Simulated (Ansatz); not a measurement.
Cohesive energy (eV/atom) along a series of related solids, from revPBE (PAW; Ansatz, an electronic-structure program).

```csv
solid,revPBE
zinc-blende BAs,4.26
zinc-blende AlAs,3.39
zinc-blende GaAs,2.81
zinc-blende InAs,2.55
```

A member of the series is missing where a level wasn't run or failed, where a doubt is noted on the run or the magnetic state, for phases of high temperature or layered ones, and where values are held back for tests.

Spin–orbit coupling is left out, also for the solids with elements from indium on (zinc-blende InAs); its size isn't shown.

Free atoms are spin-polarised, in the lowest state found; at levels without +SOC their spin–orbit coupling is left out. Each level is taken at its own relaxed cell. Ansatz's density-functional and Hartree–Fock values are scalar-relativistic unless marked +SOC, with PAW data made under PBE.
